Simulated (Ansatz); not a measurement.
One change: `Cc1cccs1` becomes `Oc1cccs1`.

Ansatz, PBE0-D4/def2-TZVP geometries, multiplicity 1. Each molecule was computed in one conformer, which needn't be the lowest.

| property | `Cc1cccs1` |
| --- | --- |
| zero-point energy (PBE0-D4/def2-TZVP) / kJ/mol | 248.8 |
| LUMO energy (B3LYP/def2-TZVPP) / eV | -0.46 |
| LUMO energy (ωB97M-V/def2-TZVPP) / eV | 1.76 |
| HOMO energy (PBE/def2-TZVPP) / eV | -5.52 |
| HOMO–LUMO gap (B3LYP/def2-TZVPP) / eV | 5.86 |
| size of the dipole moment (ωB97M-V/def2-TZVPP) / D | 0.61 |

(1) Give the same properties after the change, and the shifts. (Estimate.)

Results:

(1) The calculation gave: 
```tsv
property	`Oc1cccs1`	shift
zero-point energy (PBE0-D4/def2-TZVP) / kJ/mol	187.0	-61.8
LUMO energy (B3LYP/def2-TZVPP) / eV	-0.22	0.24
LUMO energy (ωB97M-V/def2-TZVPP) / eV	2.05	0.29
HOMO energy (PBE/def2-TZVPP) / eV	-5.09	0.43
HOMO–LUMO gap (B3LYP/def2-TZVPP) / eV	5.73	-0.13
size of the dipole moment (ωB97M-V/def2-TZVPP) / D	1.71	1.10
```

With PBE0 the HOMO rises by 0.37 eV and the LUMO rises by 0.25 eV, so the gap narrows by about 0.12 eV. PBE moves the HOMO by 0.43 eV and ωB97M-V by 0.36 eV. The zero-point energy changes by -61.8 kJ/mol with -6 modes. Dipoles are sizes alone; their direction can turn.

B3LYP here is the variant with VWN-RPA as its local correlation; programs differ in this.
